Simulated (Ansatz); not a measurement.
# SiPH (singlet): wave-function methods side by side, cc-pVTZ

The task here is to estimate one member of a computed series from the others.

Program: Ansatz 0.2.0, Gaussian basis. Level of theory: cc-pVTZ, core rule «outside noble gas», up to 10 orbitals frozen. These are calculated values, not measurements.

The runs, in order: UHF; CCSD(T) on RHF; CCSD(T) on UHF; BCCD(T) on RHF; CCSDT(Q) on RHF; CASSCF and NEVPT2, 10 electrons in 9 orbitals.

9 further runs of the same task are left out: 5 that didn't finish, 4 set aside as unsound or not needed.

## The system

The geometry is a PBE0/def2-TZVP stationary point (not a proven minimum).

3 atoms, charge 0, spin multiplicity 1.

Atoms are counted from 1 here; the program's logs count them from 0.

Bond lengths: Si1–P2 2.045 Å, P2–H3 1.492 Å. Angles: Si1–P2–H3 60.6°.

Set-up of the first run:

Input file in.yaml:

```yaml
crystal:
  periodic: [false, false, false]
  atoms:
    - {symbol: Si, position_ang: [0.000000, -0.009804, 1.076668]}
    - {symbol: P, position_ang: [0.000000, -0.032609, -0.968123]}
    - {symbol: H, position_ang: [0.000000, 1.275240, -0.250352]}
basis:
  gaussian: {orbitals: cc-pVTZ}
magnetization: {spin_polarized: true, initial_magnetization: 0}
hamiltonian: {xc: hf}
output: {orbitals: {seedname: orbitals}}
```

Launch:

```bash
$ ansatz run in.yaml --threads 1 --pin off --events-out ev --progress --plain --max-ram 2393MiB
```

Steps of the session up to this table: UHF; CCSD(T) on RHF; CCSD(T) on UHF; BCCD(T) on RHF; CCSDT(Q) on RHF; CASSCF and NEVPT2, 10 electrons in 9 orbitals.

One of the session's tables, all rows but one given; the rest of the session is left out.

| method | from RCCSDT(Q) (kJ/mol) |
| --- | --- |
| RHF | +769.0 |
| UHF | ? |
| RMP2 | +119.9 |
| RCCSD | +51.3 |
| RCCSD(T) | +6.5 |
| BCCD(T) | +6.3 |
| RCCSDT | +3.8 |
| RCCSDT(Q) | 0 |
| CASSCF valence | +548.1 |
| NEVPT2 valence | +124.1 |

Estimate the missing values for UHF.

As computed: from RCCSDT(Q) (kJ/mol): +768.9. In the column «from RCCSDT(Q) (kJ/mol)» it lies between CASSCF valence (+548.1) and RHF (+769.0).

Not comparable, so not listed: CCSD(T) on UHF (they don't share determinant, frozen orbitals or solution with the rows shown, or repeat one).

Caveats from the session: Warnings: restricted reference is unstable.
